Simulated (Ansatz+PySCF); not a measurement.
The numbers below are computed, except where a source is named.
Input for PySCF 2.14.0:

```python
from pyscf import gto, scf, cc

mol = gto.M(atom="""
Al 0.000000 0.000000 0.000000
N 0.000000 0.000000 1.800000
""", basis='6-31g', charge=0, spin=2)
mf = scf.UHF(mol)
mf.kernel()
mycc = cc.CCSD(mf, frozen=6).run()
et = mycc.ccsd_t()
print(mf.e_tot, mycc.e_corr, et, mycc.e_tot + et)
```

The script is written out from the run's settings.

Results

- Converged: yes
- Reference energy: -296.22889 hartree
- CCSD correlation energy: -0.11712 hartree
- Triples correction: -0.00381 hartree
- Total energy: -296.34982 hartree
- Spin squared of the determinant: 2.073
